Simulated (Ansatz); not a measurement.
System: anthracene C14H10. Method: LDA (plane waves, PAW; Ansatz, a quantum-chemistry and plane-wave program).

Numerical settings: plane-wave cutoff 500 eV, 6×8×6 k mesh (along the axes of the cell as run), Fermi–Dirac smearing 0.05 eV, scalar-relativistic PAW data made under PBE.

Computed at the level's own relaxed cell.

Task: Give the computed equilibrium volume per atom and band gap.

Result: 
- equilibrium volume per atom = 8.63 Å³/atom
- band gap = 1.79 eV (on the SCF k mesh)

Measured, for comparison: band gap 3.72 eV (temperature not stated, no zero-point or thermal correction, photoemission, molecular crystal; as tabulated in Skone et al. (2016), arXiv:1605.02812). Computed (rounded) less measured: band gap -1.93 eV.

Note: the volume lies 9 % below that of the published cell.

Computed values are for the static lattice.
